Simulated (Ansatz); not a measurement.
# C2H5Si+ (SMILES C=[C+][SiH3]): functionals against CCSD(T) at one geometry

Aim: energy, forces and dipole at a structure displaced at random from a GFN2-xTB minimum, from CCSD(T) and from density functionals.

Computed with Ansatz 0.2.0, Gaussian basis. Level: single points in def2-TZVPP.

Correlated methods freeze the cores.

### Step 1. Where the work starts

SMILES `C=[C+][SiH3]`, 8 atoms, charge 1, spin multiplicity 1.

Atoms are counted from 1 here; the program's logs count them from 0.

Bond lengths: C1–C2 1.255 Å, C1–H4 1.034 Å, C1–H5 1.160 Å, C2–Si3 1.893 Å, Si3–H6 1.405 Å, Si3–H7 1.484 Å, Si3–H8 1.611 Å. Angles: C2–C1–H4 137.7°, C2–C1–H5 118.7°, H4–C1–H5 100.6°, C1–C2–Si3 163.7°, C2–Si3–H6 107.3°, C2–Si3–H7 108.7°, C2–Si3–H8 81.7°, H6–Si3–H7 118.4°, H6–Si3–H8 118.3°, H7–Si3–H8 115.0°.

Geometry (Å):

| atom | x (Å) | y (Å) | z (Å) |
| --- | --- | --- | --- |
| C1 | -0.82190 | 0.79120 | -1.14850 |
| C2 | -0.02980 | 0.34410 | -0.28440 |
| Si3 | 0.74680 | -0.65030 | 1.12690 |
| H4 | -1.63090 | 0.44980 | -1.69460 |
| H5 | -0.48240 | 1.68500 | -1.80540 |
| H6 | 0.85770 | 0.20880 | 2.23280 |
| H7 | 1.97530 | -1.31260 | 0.62240 |
| H8 | -0.60790 | -1.50600 | 0.95620 |

### Step 2. CCSD(T)/def2-TZVPP

Contents of run/in.yaml:

```yaml
crystal:
  periodic: [false, false, false]
  atoms:
    - {symbol: C, position_ang: [-0.821900, 0.791200, -1.148500]}
    - {symbol: C, position_ang: [-0.029800, 0.344100, -0.284400]}
    - {symbol: Si, position_ang: [0.746800, -0.650300, 1.126900]}
    - {symbol: H, position_ang: [-1.630900, 0.449800, -1.694600]}
    - {symbol: H, position_ang: [-0.482400, 1.685000, -1.805400]}
    - {symbol: H, position_ang: [0.857700, 0.208800, 2.232800]}
    - {symbol: H, position_ang: [1.975300, -1.312600, 0.622400]}
    - {symbol: H, position_ang: [-0.607900, -1.506000, 0.956200]}
basis:
  gaussian: {orbitals: def2-TZVPP}
total_charge: 1
correlation: {method: ccsd_t}
output: {forces: true}
```

No record of the launch command was kept for these runs.

### Step 3. PBE0-D4/def2-TZVPP

run/in.yaml, as its differences from that of step 2:

```diff
@@ -14,3 +14,3 @@
 total_charge: 1
-correlation: {method: ccsd_t}
-output: {forces: true}
+hamiltonian: {xc: pbe0, dispersion: d4}
+output: {forces: true, orbitals: {seedname: orbitals}}
```

### Step 4. wB97M-V/def2-TZVPP

run/in.yaml, as its differences from that of step 3:

```diff
@@ -14,3 +14,3 @@
 total_charge: 1
-hamiltonian: {xc: pbe0, dispersion: d4}
-output: {forces: true, orbitals: {seedname: orbitals}}
+hamiltonian: {xc: {name: wB97M-V}}
+output: {forces: true}
```

### Step 5. r2SCAN-D4/def2-TZVPP

run/in.yaml, as its differences from that of step 4:

```diff
@@ -14,3 +14,3 @@
 total_charge: 1
-hamiltonian: {xc: {name: wB97M-V}}
+hamiltonian: {xc: r2scan, dispersion: d4}
 output: {forces: true}
```

### Step 6. PBE-D4/def2-TZVPP

run/in.yaml, as its differences from that of step 5:

```diff
@@ -14,3 +14,3 @@
 total_charge: 1
-hamiltonian: {xc: r2scan, dispersion: d4}
+hamiltonian: {xc: pbe, dispersion: d4}
 output: {forces: true}
```

### Step 7. BLYP-D4/def2-TZVPP

run/in.yaml, as its differences from that of step 6:

```diff
@@ -14,3 +14,3 @@
 total_charge: 1
-hamiltonian: {xc: pbe, dispersion: d4}
+hamiltonian: {xc: {name: BLYP}, dispersion: d4}
 output: {forces: true}
```

### Step 8. CAM-B3LYP-D4/def2-TZVPP

run/in.yaml, as its differences from that of step 7:

```diff
@@ -14,3 +14,3 @@
 total_charge: 1
-hamiltonian: {xc: {name: BLYP}, dispersion: d4}
+hamiltonian: {xc: {name: CAM-B3LYP}, dispersion: d4}
 output: {forces: true}
```

(Steps that only read results are left out.)

What does the calculation give? Wanted: energy less free atoms, CCSD(T)/def2-TZVPP; RMS force component; RMS force error; HOMO and LUMO, PBE0-D4; T1 diagnostic.

**Answer**, as computed:

```
                                  quantity                                                                                                value
energy less free atoms, CCSD(T)/def2-TZVPP                                                                                       -1888.9 kJ/mol
                       RMS force component                                                                 1.153 to 1.208 eV/Å over the methods
                           RMS force error  PBE0-D4 0.261, wB97M-V 0.277, r2SCAN-D4 0.247, PBE-D4 0.261, BLYP-D4 0.197, CAM-B3LYP-D4 0.337 eV/Å
                    HOMO and LUMO, PBE0-D4                                                                                  -14.95 and -9.39 eV
                             T1 diagnostic                                                                                                0.023
```

**Reading.** Against CCSD(T) the functionals' energies less atoms differ by -123.2 to -71.5 kJ/mol, PBE-D4 by -123.2 kJ/mol. CCSD(T) in triple zeta still lacks some correlation energy of the bonds, so part of these gaps is its own basis error and they don't rank the functionals. For forces BLYP-D4 does best and CAM-B3LYP-D4 worst. Frozen-core CCSD(T) forces in triple zeta carry basis errors of their own, and this is one geometry, so small gaps rank nothing.
